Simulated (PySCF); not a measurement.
# C₂H₂FN₃: electronic excitations and core binding energies

Wanted: the electronic excitations and core binding energies of C₂H₂FN₃ (`Fc1cnn[nH]1`), by calculation.

Programs: PySCF 2.14.0, with density-fitted response routines of our own. Each step states its level of theory. These are calculated values for one molecule in the gas phase, unless marked as measured. Atoms are numbered from 0 throughout.

### Step 1. The molecule as given

8 atoms, charge 0, multiplicity 1; geometry from: GFN2-xTB.

Bonds of the start (Å): F0–C1 1.32, C1–C2 1.37, C2–N3 1.35, N3–N4 1.27, N4–N5 1.33, N5–C1 1.35, C2–H6 1.07, N5–H7 1.01.

### Step 2. Ultraviolet spectrum: wB97X-D/def2-SVPD

What the job is given:

```
{"job": {"kind": "uv", "xc": "wB97X-D", "basis": "def2-SVPD", "nstates": 8, "ntriplets": 3}, "charge": 0, "multiplicity": 1}
F     -0.045589     2.032716     0.029947
C      0.038323     0.711856     0.002990
C      1.092104    -0.159694    -0.117048
N      0.569923    -1.402690    -0.081162
N     -0.693163    -1.346010     0.049307
N     -1.064042    -0.065712     0.105027
H      2.138979     0.024564    -0.221632
H     -2.027478     0.214383     0.208006
```

Level: TDDFT wB97X-D/def2-SVPD, vertical, gas phase, core orbitals frozen in the response.

On the command line:

```sh
$ OMP_NUM_THREADS=1 python probes_run.py task.json out
```

One launch serves the whole session: the jobs run in the order shown.

The program printed:

```text
coarse grid: 7688 points
cycle   1  E = -340.9817194757  dE =  1.455e+00  |g| = 5.977e-01  |ddm| = 4.502e+00
cycle   2  E = -340.9701511162  dE =  1.157e-02  |g| = 6.953e-01  |ddm| = 1.645e+00
cycle   3  E = -341.0628517287  dE = -9.270e-02  |g| = 7.429e-02  |ddm| = 8.994e-01
cycle   4  E = -341.0638496639  dE = -9.979e-04  |g| = 3.466e-02  |ddm| = 1.617e-01
cycle   5  E = -341.0640956044  dE = -2.459e-04  |g| = 1.126e-02  |ddm| = 6.530e-02
cycle   6  E = -341.0641238710  dE = -2.827e-05  |g| = 3.481e-03  |ddm| = 2.206e-02
cycle   7  E = -341.0641270900  dE = -3.219e-06  |g| = 1.212e-03  |ddm| = 8.292e-03
final grid: 77744 points
cycle   8  E = -341.1022420933  dE = -6.689e-05  |g| = 7.107e-03  |ddm| = 1.384e-01
cycle   9  E = -341.1022407922  dE =  1.301e-06  |g| = 8.219e-03  |ddm| = 2.067e-02
cycle  10  E = -341.1022527166  dE = -1.192e-05  |g| = 5.393e-04  |ddm| = 8.165e-03
cycle  11  E = -341.1022527572  dE = -4.056e-08  |g| = 5.173e-04  |ddm| = 2.858e-03
cycle  12  E = -341.1022528159  dE = -5.879e-08  |g| = 7.175e-05  |ddm| = 9.919e-04
cycle  13  E = -341.1022528171  dE = -1.172e-09  |g| = 3.464e-05  |ddm| = 2.012e-04
cycle  14  E = -341.1022528174  dE = -2.810e-10  |g| = 6.302e-06  |ddm| = 9.222e-05
converged SCF energy = -341.1022528174

Static polarisability (au): isotropic 42.045, principal 28.524 48.304 49.308

Singlet excitations
state   eV       nm        f      main configurations
  1   5.7787    214.6   0.00852   H-1->L 0.97
  2   6.8728    180.4   0.12004   H->L 0.90
  3   7.3896    167.8   0.00607   H->L+1 0.55, H-1->L+3 0.34
  4   7.4035    167.5   0.01571   H-1->L+3 0.60, H->L+1 0.32
  5   7.7846    159.3   0.00533   H->L+3 0.48, H-2->L 0.47
  6   7.8734    157.5   0.00152   H-3->L 0.94
  7   8.0319    154.4   0.00160   H-1->L+1 0.92
  8   8.1327    152.5   0.00119   H->L+2 0.72, H->L+4 0.13, H->L+1 0.09

Triplet excitations (Tamm-Dancoff, eV): 4.7696 4.7851 6.1350
```

It took 39 s on 1 thread, shared host.

Frontier orbitals and where they lie:

```
orbital      eV                      atoms
 HOMO−3  -12.14   N4 47 %, N3 32 %, C2 6 %
 HOMO−2  -11.22  N5 35 %, N3 32 %, C2 12 %
 HOMO−1   -9.82  N3 47 %, N4 30 %, C2 10 %
   HOMO   -9.73  C2 26 %, N4 24 %, C1 24 %
   LUMO    1.53  N4 29 %, N5 21 %, N3 21 %
 LUMO+1    2.14  C1 42 %, F0 20 %, H7 16 %
 LUMO+2    2.82  H7 49 %, F0 15 %, N5 15 %
```

With each of the 8 states as a Gaussian band of 0.4 eV half-width at 1/e, the curve within the window shown has maxima at 214 nm (ε 350), 180 nm (ε 5,000) L/(mol cm). Beyond the last state computed it falls off for lack of states. The curve at chosen wavelengths:

nm, ε (L/mol/cm) and a bar:
```
      147         77 
      151        215 #
      154        365 ##
      158        620 ###
      162        978 ######
      165       1369 ########
      169       2212 #############
      173       3494 #####################
      176       4459 ###########################
      180       5027 ##############################
      184       4391 ##########################
      187       3380 ####################
      191       1968 ############
      195        967 ######
      199        463 ###
      202        320 ##
      206        292 ##
      210        327 ##
      213        346 ##
      217        337 ##
      221        289 ##
      224        238 #
      228        166 #
      232        106 
      235         71 
      239         39
```

Leading natural transition orbitals of singlet state 2: the hole lies on C2 35 %; C1 26 %; N4 22 %; the particle on N4 33 %; N3 25 %; N5 16 %.

Leading natural transition orbitals of singlet state 1: the hole lies on N3 49 %; N4 28 %; C2 9 %; the particle on N4 34 %; N3 25 %; N5 16 %.

Ground-state properties from the same run:

```
           property  computed
  dipole moment (D)      3.15
polarisability (Å³)      6.23
 HOMO–LUMO gap (eV)     11.26
      −ε(HOMO) (eV)      9.73
```

The fields below are evaluated on a grid from the run's orbitals.

Frontier orbitals at wB97X-D/def2-SVPD, with the share of their density that lies nearest to each atom:

```
orbital  energy (eV)                                   lies on
   HOMO        -9.73   C1, C2 about 28 % each; N4 27 %; F0 8 %
   LUMO         1.53  N4 32 %; N3, N5 about 18 % each; C1 19 %
```

ELF in a plane through or near 8 of the atoms.

Values, 10 rows by 14 columns:
```
0.00 0.00 0.00 0.00 0.00 0.00 0.00 0.00 0.00 0.00 0.00 0.00 0.00 0.00
0.00 0.00 0.00 0.00 0.00 0.01 0.00 0.00 0.02 0.00 0.00 0.00 0.00 0.00
0.00 0.00 0.00 0.00 0.56 0.82 0.15 0.22 0.86 0.82 0.07 0.00 0.00 0.00
0.00 0.00 0.00 0.03 0.70 0.96 0.55 0.40 0.87 0.74 0.04 0.00 0.00 0.00
0.00 0.00 0.04 0.22 0.33 0.79 0.70 0.33 0.69 0.62 0.80 0.34 0.00 0.00
0.00 0.00 0.79 0.99 1.00 0.35 0.86 0.49 0.60 0.84 0.99 0.76 0.00 0.00
0.00 0.00 0.07 0.79 0.63 0.10 0.34 0.68 0.22 0.02 0.03 0.00 0.00 0.00
0.00 0.00 0.00 0.00 0.00 0.04 0.75 0.41 0.86 0.44 0.00 0.00 0.00 0.00
0.00 0.00 0.00 0.00 0.00 0.01 0.21 0.32 0.19 0.04 0.00 0.00 0.00 0.00
0.00 0.00 0.00 0.00 0.00 0.00 0.00 0.00 0.00 0.00 0.00 0.00 0.00 0.00
```
The map spans 9.5 Å across and 9.2 Å up, centred on the molecule. Atoms in the plane (x, y in Å): F0 (0.3, -2.0), C1 (0.1, -0.7), C2 (-1.1, 0.0), N3 (-0.7, 1.3), N4 (0.5, 1.4), N5 (1.1, 0.2), H6 (-2.1, -0.3), H7 (2.1, 0.0).

log10 of the density (e/Å³) in the same plane.

Ten even steps from ' ' (-4.0) to '@' (1.8):
```
                                                        
                                                        
                ............::::::....                  
              ..::------------------::::..              
            ..::--====================--::..            
          ..::--==++****************++==--::..          
        ....::==++**##########%%##**++==--::..          
        ..::--==++**##%%%%####%%##**++====--::..        
      ..::--==++++**######****######****++==--::        
      ..--==++****##%%%%##****##@@%%####**++==::..      
    ..::--==++######%%%%##############****====::..      
      ..--==++**********##%%@@##******++++==--::        
      ..::----======++++****####**++==----::....        
        ..::::------====**##%%%%**++==--::..            
            ....::::--==**##@@%%##++==--::              
                  ::--==++******++====::..              
                  ..::::====++====--::..                
                    ....::::----::::..                  
                                                        
                                                        
```
The map spans 9.5 Å across and 9.2 Å up, centred on the molecule. Atoms in the plane (x, y in Å): F0 (0.3, -2.0), C1 (0.1, -0.7), C2 (-1.1, 0.0), N3 (-0.7, 1.3), N4 (0.5, 1.4), N5 (1.1, 0.2), H6 (-2.1, -0.3), H7 (2.1, 0.0).

On the surface of density 0.002 e/bohr³ the electrostatic potential runs, from the 1st to the 99th percentile, from -1.77 V near N3 to 2.99 V near H7.

### Step 3. Core holes by ΔSCF: SCAN, X2C

Same as in step 2 but for these lines:

```diff
@@ -1,2 +1,2 @@
-{"job": {"kind": "uv", "xc": "wB97X-D", "basis": "def2-SVPD", "nstates": 8, "ntriplets": 3}, "charge": 0, "multiplicity": 1}
+{"job": {"kind": "xps"}, "charge": 0, "multiplicity": 1}
 F     -0.045589     2.032716     0.029947
```

Level: delta-SCF UKS SCAN, pcX-2 on the ionised atom, pcseg-1 elsewhere, spin-free X2C.

The program printed:

```text
ground state, core basis on atom 0 (F), 125 functions
  cycle   1  E = -341.44787226  |g| = 5.96e-01
  cycle   2  E = -341.25232738  |g| = 1.14e+00
  cycle   3  E = -341.50530233  |g| = 1.98e-01
  cycle   4  E = -341.51218983  |g| = 9.41e-02
  cycle   5  E = -341.51387243  |g| = 2.16e-02
  cycle   6  E = -341.51394298  |g| = 1.27e-02
  cycle   7  E = -341.51397632  |g| = 4.01e-03
  cycle   8  E = -341.51398106  |g| = 1.07e-03
  cycle   9  E = -341.51398064  |g| = 5.09e-04
  cycle  10  E = -341.51398029  |g| = 3.76e-05
  E(ground) = -341.52410596 Eh
hole in F 1s of atom 0
  cycle   1  E = -315.09201687  |g| = 2.58e+00
  cycle   2  E = -312.87254360  |g| = 2.82e+00
  cycle   3  E = -314.18726929  |g| = 1.79e+00
  cycle   4  E = -315.87745545  |g| = 5.06e-01
  cycle   5  E = -315.92391220  |g| = 3.49e-01
  cycle   6  E = -315.97429778  |g| = 1.29e-01
  cycle   7  E = -315.97977688  |g| = 6.45e-02
  cycle   8  E = -315.98162967  |g| = 5.69e-03
  cycle   9  E = -315.98163238  |g| = 4.75e-03
  cycle  10  E = -315.98164350  |g| = 1.38e-03
  cycle  11  E = -315.98164419  |g| = 3.00e-04
  E(ion) = -315.99813112 Eh   <S^2> = 0.7571   hole on atom = 1.000   binding energy = 694.597 eV
ground state, core basis on atom 1 (C), 125 functions
  cycle   1  E = -341.47546244  |g| = 1.08e-01
  cycle   2  E = -341.47250972  |g| = 1.63e-01
  cycle   3  E = -341.47671062  |g| = 1.84e-02
  cycle   4  E = -341.47675067  |g| = 9.75e-03
  cycle   5  E = -341.47677169  |g| = 1.76e-03
  cycle   6  E = -341.47677097  |g| = 5.96e-04
  cycle   7  E = -341.47677201  |g| = 1.06e-04
  E(ground) = -341.48609087 Eh
hole in C 1s of atom 1
  cycle   1  E = -330.08498611  |g| = 1.52e+00
  cycle   2  E = -325.81836128  |g| = 3.19e+00
  cycle   3  E = -329.59133105  |g| = 1.51e+00
  cycle   4  E = -330.59216555  |g| = 4.09e-01
  cycle   5  E = -330.62029939  |g| = 2.67e-01
  cycle   6  E = -330.64150328  |g| = 1.27e-01
  cycle   7  E = -330.64833331  |g| = 3.41e-02
  cycle   8  E = -330.64880847  |g| = 1.46e-02
  cycle   9  E = -330.64893619  |g| = 6.42e-03
  cycle  10  E = -330.64898082  |g| = 3.39e-03
  cycle  11  E = -330.64901061  |g| = 3.24e-03
  cycle  12  E = -330.64902307  |g| = 1.44e-03
  cycle  13  E = -330.64902638  |g| = 5.24e-04
  cycle  14  E = -330.64902762  |g| = 2.58e-04
  E(ion) = -330.65812751 Eh   <S^2> = 0.7946   hole on atom = 1.000   binding energy = 294.644 eV
ground state, core basis on atom 2 (C), 125 functions
  cycle   1  E = -341.47403762  |g| = 5.89e-02
  cycle   2  E = -341.47398453  |g| = 2.45e-02
  cycle   3  E = -341.47390219  |g| = 3.06e-02
  cycle   4  E = -341.47411542  |g| = 5.39e-03
  cycle   5  E = -341.47412363  |g| = 2.09e-03
  cycle   6  E = -341.47412390  |g| = 3.45e-04
  E(ground) = -341.48320809 Eh
hole in C 1s of atom 2
  cycle   1  E = -330.18888006  |g| = 1.52e+00
  cycle   2  E = -329.00547124  |g| = 2.16e+00
  cycle   3  E = -330.51474865  |g| = 7.25e-01
  cycle   4  E = -330.63047590  |g| = 5.20e-01
  cycle   5  E = -330.74445708  |g| = 1.43e-01
  cycle   6  E = -330.75099698  |g| = 5.58e-02
  cycle   7  E = -330.75201947  |g| = 1.80e-02
  cycle   8  E = -330.75216511  |g| = 5.55e-03
  cycle   9  E = -330.75218096  |g| = 3.29e-03
  cycle  10  E = -330.75218765  |g| = 1.64e-03
  cycle  11  E = -330.75219146  |g| = 7.13e-04
  cycle  12  E = -330.75219300  |g| = 6.55e-04
  cycle  13  E = -330.75219246  |g| = 2.38e-04
  E(ion) = -330.76118391 Eh   <S^2> = 0.7743   hole on atom = 1.000   binding energy = 291.761 eV
ground state, core basis on atom 3 (N), 125 functions
  cycle   1  E = -341.48429801  |g| = 7.48e-02
  cycle   2  E = -341.48419123  |g| = 2.95e-02
  cycle   3  E = -341.48388326  |g| = 4.66e-02
  cycle   4  E = -341.48438008  |g| = 7.48e-03
  cycle   5  E = -341.48439355  |g| = 1.91e-03
  cycle   6  E = -341.48439415  |g| = 5.92e-04
  cycle   7  E = -341.48439314  |g| = 1.46e-04
  E(ground) = -341.49203098 Eh
hole in N 1s of atom 3
  cycle   1  E = -325.86246117  |g| = 1.86e+00
  cycle   2  E = -324.62781367  |g| = 2.40e+00
  cycle   3  E = -326.28250963  |g| = 7.94e-01
  cycle   4  E = -326.43120512  |g| = 5.23e-01
  cycle   5  E = -326.54887182  |g| = 1.81e-01
  cycle   6  E = -326.55586579  |g| = 1.09e-01
  cycle   7  E = -326.56151323  |g| = 3.29e-02
  cycle   8  E = -326.56206178  |g| = 8.53e-03
  cycle   9  E = -326.56208832  |g| = 4.65e-03
  cycle  10  E = -326.56210116  |g| = 1.71e-03
  cycle  11  E = -326.56210543  |g| = 7.87e-04
  cycle  12  E = -326.56210739  |g| = 6.44e-04
  cycle  13  E = -326.56210701  |g| = 2.17e-04
  E(ion) = -326.56924843 Eh   <S^2> = 0.7753   hole on atom = 1.000   binding energy = 406.070 eV
ground state, core basis on atom 4 (N), 125 functions
  cycle   1  E = -341.48543766  |g| = 7.46e-02
  cycle   2  E = -341.48537250  |g| = 2.48e-02
  cycle   3  E = -341.48498181  |g| = 4.69e-02
  cycle   4  E = -341.48551037  |g| = 6.71e-03
  cycle   5  E = -341.48551957  |g| = 1.71e-03
  cycle   6  E = -341.48552058  |g| = 1.59e-04
  E(ground) = -341.49349731 Eh
hole in N 1s of atom 4
  cycle   1  E = -325.83070790  |g| = 1.86e+00
  cycle   2  E = -324.25058135  |g| = 2.58e+00
  cycle   3  E = -326.24081998  |g| = 7.96e-01
  cycle   4  E = -326.35676791  |g| = 5.95e-01
  cycle   5  E = -326.52374759  |g| = 1.78e-01
  cycle   6  E = -326.53298971  |g| = 9.82e-02
  cycle   7  E = -326.53683161  |g| = 3.59e-02
  cycle   8  E = -326.53738338  |g| = 5.43e-03
  cycle   9  E = -326.53739704  |g| = 2.68e-03
  cycle  10  E = -326.53740176  |g| = 2.45e-03
  cycle  11  E = -326.53740540  |g| = 5.66e-04
  cycle  12  E = -326.53740548  |g| = 3.64e-04
  E(ion) = -326.54491958 Eh   <S^2> = 0.7775   hole on atom = 1.000   binding energy = 406.772 eV
ground state, core basis on atom 5 (N), 125 functions
  cycle   1  E = -341.48516963  |g| = 7.44e-02
  cycle   2  E = -341.48504983  |g| = 2.80e-02
  cycle   3  E = -341.48473494  |g| = 4.47e-02
  cycle   4  E = -341.48522761  |g| = 7.41e-03
  cycle   5  E = -341.48523926  |g| = 7.59e-04
  cycle   6  E = -341.48523899  |g| = 4.05e-04
  E(ground) = -341.49207305 Eh
hole in N 1s of atom 5
  cycle   1  E = -325.78872251  |g| = 1.87e+00
  cycle   2  E = -324.13136101  |g| = 2.66e+00
  cycle   3  E = -326.04678166  |g| = 9.81e-01
  cycle   4  E = -326.30383002  |g| = 6.41e-01
  cycle   5  E = -326.47591321  |g| = 1.71e-01
  cycle   6  E = -326.48109083  |g| = 1.20e-01
  cycle   7  E = -326.48773816  |g| = 3.17e-02
  cycle   8  E = -326.48816151  |g| = 1.34e-02
  cycle   9  E = -326.48823350  |g| = 3.57e-03
  cycle  10  E = -326.48824320  |g| = 1.68e-03
  cycle  11  E = -326.48824747  |g| = 1.01e-03
  cycle  12  E = -326.48824972  |g| = 7.42e-04
  cycle  13  E = -326.48824947  |g| = 4.45e-04
  E(ion) = -326.49443214 Eh   <S^2> = 0.7701   hole on atom = 1.000   binding energy = 408.107 eV
```

It took 1.8 min on 1 thread, shared host.

The holes in one table. −ε is the ground-state orbital energy:

```
     hole  stands for                          environment  ΔSCF (eV)  −ε (eV)   ⟨S²⟩
F1s on F0          F0                        aryl fluorine     694.60    668.6  0.757
C1s on C1          C1     aromatic carbon bearing fluorine     294.64    277.6  0.795
C1s on C2          C2  aromatic CH next to a ring nitrogen     291.76    274.7  0.774
N1s on N3          N3   pyridine-type nitrogen of an azole     406.07    386.9  0.775
N1s on N4          N4   pyridine-type nitrogen of an azole     406.77    387.8  0.778
N1s on N5          N5           pyrrole-type ring nitrogen     408.11    389.0  0.770
```

### Step 4. Results

| quantity | value |
| --- | --- |
| lowest singlet (wB97X-D/def2-SVPD) | 5.78 eV (215 nm), f = 0.009 |
| brightest single state of those computed | state 2, 6.87 eV, f = 0.120 |
| lowest triplet | 4.77 eV |
| surface potential, 1st and 99th percentile | -1.77 V and 2.99 V |
| N1s binding energies, SCAN/pcX-2 | N5 408.11, N4 406.77, N3 406.07 eV |
| C1s binding energies, SCAN/pcX-2 | C1 294.64, C2 291.76 eV |
| F1s binding energies, SCAN/pcX-2 | F0 694.60 eV |

In words: The lowest singlet, at 5.78 eV, is HOMO−1→LUMO 0.97 and is weak; of the 8 states computed, the strongest absorption comes from state 2 at 6.87 eV. The lowest triplet lies 1.01 eV below the lowest singlet (triplets in Tamm-Dancoff, singlets in full TDDFT). N5 (pyrrole-type ring nitrogen) binds its N1s electron 2.04 eV more tightly than N3 (pyridine-type nitrogen of an azole). C1 (aromatic carbon bearing fluorine) binds its C1s electron 2.88 eV more tightly than C2 (aromatic CH next to a ring nitrogen).
